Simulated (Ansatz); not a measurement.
hcp Y

The numbers are results of PBE in Ansatz (PAW), not measurements.

Run with plane-wave cutoff 520 eV, 16×16×10 k mesh (along the axes of the cell as run), Fermi–Dirac smearing 0.1 eV, perturbation theory, force constants from a 4×4×2 q mesh, scalar-relativistic PAW data made under PBE.

Cell: relaxed at this level.

```json
{
  "zero_point_energy": "0.019 eV/atom"
}
```

Cost on a shared machine: around 13 core-minutes (rough).

Ansatz is a program for electronic structure.
